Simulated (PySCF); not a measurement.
LiO: frontier orbitals

PBE0 at R = 1.701 Å; PySCF, no relativity, basis sets Li 6-31G(d,p), O 6-31G(d,p). State: ²Π (doublet), unpaired electrons π ↑. Only the outer orbitals are listed, counted within each symmetry.

```csv
spin,orbital,occ.,ε (eV),on Li (%),main shells (%)
α,2σ,1,-54.82,100,100 Li s
α,3σ,1,-23.00,1,98 O s
α,1π,1,-8.14,5,95 O p
α,4σ,1,-6.61,7,92 O p
α,1π,1,-6.19,9,91 O p
α,5σ,0,-1.21,99,"79 Li s, 21 Li p"
α,2π,0,0.70,98,98 Li p
α,2π,0,0.81,96,95 Li p
β,2σ,1,-54.83,100,100 Li s
β,3σ,1,-20.73,2,97 O s
β,4σ,1,-5.89,8,91 O p
β,1π,1,-5.43,11,"88 O p, 10 Li p"
β,1π,0,-1.31,35,"65 O p, 34 Li p"
β,5σ,0,-1.20,99,"77 Li s, 22 Li p"
β,2π,0,0.81,94,93 Li p
```

Question: Which are the highest filled and the lowest empty level, where do they sit, and how wide is the gap?

Answer: Highest filled β 1π at -5.43 eV (in %: 88 O p, 10 Li p); lowest empty β 1π at -1.31 eV (in %: 65 O p, 34 Li p); the gap at PBE0 is 4.12 eV. Both belong to one degenerate shell, split only by its one-sided filling, so this is no excitation gap.

| Quantity | Value |
| --- | --- |
| bond order (Mayer) | 0.79 |
| ⟨S²⟩ | 0.754 |
| charge on Li (Mulliken, basis-dependent) | 0.57 |
| charge on Li (Löwdin, basis-dependent) | 0.25 |
| dipole moment (positive dipole means Li(−)O(+)) | -6.15 D |
| polarisability along the bond | 14.3 bohr³ |
| polarisability across the bond | 12.3 bohr³ |

The state was picked by a PBE0 search and need not be the measured ground state.
